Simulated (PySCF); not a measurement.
Spectrum to structure. The calculation used TDDFT B3LYP/def2-SVPD, vertical, gas phase, core orbitals frozen in the response in PySCF 2.14.0, density-fitted response routines. Geometries: GFN2-xTB, one conformer each.

| state | E (eV) | λ (nm) | f |
| --- | --- | --- | --- |
| S1 | 5.55 | 223.6 | 0.012 |
| S2 | 6.31 | 196.4 | 0.021 |
| S3 | 6.35 | 195.3 | 0.0008 |
| S4 | 6.53 | 190.0 | 0.011 |
| S5 | 6.62 | 187.2 | 0.017 |
| S6 | 7.23 | 171.4 | 0.017 |
| S7 | 7.27 | 170.5 | 0.0024 |
| S8 | 7.36 | 168.5 | 0.010 |

Orbital energies (eV): HOMO-3 -9.15, HOMO-2 -8.94, HOMO-1 -7.11, HOMO -6.27, LUMO 0.26, LUMO+1 0.90, LUMO+2 1.06.

**Question.** Which structure fits? All have the formula C4H12N2.
A. `C([C@H](C)N)CN`
B. `CNNC(C)C`
C. `CCCCNN`

**Answer.** C. Its S1 lies at 5.55 eV; the nearest of the others has S1 at 6.06 eV. S1 is HOMO→LUMO (93%). Löwdin shares by element: HOMO nitrogen 69%, carbon 15% or more (atoms not listed hold the other 16%); LUMO hydrogen 25% or more, carbon 21% or more (atoms not listed hold the other 54%). At the same level the other candidates give, for their lowest levels:
- `C[C@H](N)CCN`: 6.06 eV (f 0.004); 6.07 eV (f 0.041); 6.55 eV (f 0.004); 6.60 eV (f 0.003); 6.88 eV (f 0.004); T1 5.79 eV; HOMO -6.61, LUMO 0.45 eV
- `CNNC(C)C`: 4.88 eV (f 0.008); 5.34 eV (f 0.007); 5.63 eV (f 0.013); 5.94 eV (f 0.013); 6.42 eV (f 0.009); T1 4.76 eV; HOMO -5.38, LUMO 0.45 eV

Shape of the structure used: `[CH3:1][CH2:2][CH2:3][CH2:4][NH:5][NH2:6]`: C1–C2–C3–C4 -175°, C2–C3–C4–N5 -62°, C3–C4–N5–N6 -68°, H–N6–N5–C4 84°, H–N6–N5–C4 -156°.
Triplets come from the Tamm–Dancoff approximation.
